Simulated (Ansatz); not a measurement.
Basis-set series for `CSC#N`. The species carries charge 0 and has multiplicity 1. All single points use the PBE0-D4/def2-TZVP geometry.

```csv
functional,basis,functions,energy (Eh),HOMO (eV),LUMO (eV)
PBE0-D4,def2-TZVPP,177,-530.70431,-7.65,-0.82
PBE0-D4,def2-QZVPP,331,-530.72336,-7.68,-0.92
ωB97M-V,def2-TZVPP,177,-530.92886,-9.79,1.27
ωB97M-V,def2-QZVPP,331,-530.94687,-9.82,0.95
```

**Question.** Give the rows for def2-SVP. (An estimate is asked.)

**Answer.** The calculation gave: 
```json
{"functional": "PBE0-D4", "basis": "def2-SVP", "functions": "75", "energy (Eh)": "-530.41110", "HOMO (eV)": "-7.59", "LUMO (eV)": "-0.48"}
{"functional": "ωB97M-V", "basis": "def2-SVP", "functions": "75", "energy (Eh)": "-530.63012", "HOMO (eV)": "-9.69", "LUMO (eV)": "1.76"}
```

Positive LUMOs are unbound and depend on the basis.

All numbers were calculated with Ansatz.
